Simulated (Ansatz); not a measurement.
# C2H3S: the cost of one run

Program: Ansatz 0.2.0. Level of theory: RKS PBE/def2-SVP. These are calculated values, not measurements.

## (1) The structure to begin with

Bond lengths: C1–C2 1.332 Å, C2–S3 1.840 Å, C1–H4 1.095 Å, C1–H5 1.103 Å, S3–H6 1.339 Å. Angles: C1–C2–S3 113.9°, C2–C1–H4 117.1°, C2–C1–H5 130.4°, H4–C1–H5 112.5°, C2–S3–H6 93.4°.

Coordinates:

```xyz
6

C    -0.3693    0.1276   -0.9530
C    -0.4961   -0.0114    0.3661
S     1.1039   -0.2071    1.2525
H    -1.2905    0.2466   -1.5320
H     0.5334    0.1444   -1.5868
H     0.5185   -0.3001    2.4532
```

## (2) Relaxing end A

Contents of input.yaml:

```yaml
crystal:
  periodic: [false, false, false]
  atoms:
    - { symbol: C, position_ang: [-0.36926, 0.12759, -0.95297] }
    - { symbol: C, position_ang: [-0.49609, -0.01137, 0.36608] }
    - { symbol: S, position_ang: [1.10393, -0.20711, 1.25252] }
    - { symbol: H, position_ang: [-1.29054, 0.24659, -1.53199] }
    - { symbol: H, position_ang: [0.53341, 0.14443, -1.58684] }
    - { symbol: H, position_ang: [0.51855, -0.30014, 2.45319] }
total_charge: -1
basis:
  gaussian: { orbitals: def2-SVP }
hamiltonian:
  xc: pbe
relax:
  f_tol: 0.015
  max_steps: 40
output:
  orbitals: {}
```

Command:

```bash
ansatz run input.yaml --threads 1 --pin off --max-ram 2048MiB --backend cpu --events-out ev --progress --plain --runs-dir out
```

**Question.** How long does this run take on 1 thread of Arm Neoverse V2, shared host, and how much memory does it need?

About 8.1 s, with a peak of 0.12 GiB.
